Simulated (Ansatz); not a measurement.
Breaking a bond: H₂S, SMILES S. The S1–H3 bond (S1 also carries H; H3 carries nothing else) is pulled apart rigidly from the PBE0/def2-TZVP optimised geometry.

UCCSD(T) = CCSD(T) on UHF/cc-pVDZ, frozen core (Ansatz, a quantum-chemistry and plane-wave program); RMP2 = MP2 on RHF/cc-pVDZ, frozen core (Ansatz); FCI = full CI/cc-pVDZ, frozen core (Ansatz).

Energies relative to the lowest point of each curve near equilibrium, in eV:

```csv
R / Å,UCCSD(T),RMP2
1.08,1.664,1.634
1.20,0.412,0.393
1.30,0.039,0.033
1.43,0.068,0.085
1.47,0.149,0.174
1.65,0.725,0.803
1.82,1.388,1.538
2.21,2.747,3.123
3.27,3.814,5.143
3.61,3.830,5.189
4.05,3.836,4.960
4.69,3.839,4.279
```

**Question.** Estimate the FCI values at these points.

**Answer.** 1.08: 1.666; 1.20: 0.413; 1.30: 0.039; 1.43: 0.067; 1.47: 0.148; 1.65: 0.721; 1.82: 1.377; 2.21: 2.661; 3.27: 3.770; 3.61: 3.815; 4.05: 3.835; 4.69: 3.842 (eV).

The unrestricted determinant behind UCCSD(T) is spin-contaminated at 1.82 to 4.69 Å (<S²> up to 1.0, against 0.00 for a pure singlet). The restricted form behind RMP2 keeps the bonding electrons paired and can't separate into open-shell fragments.
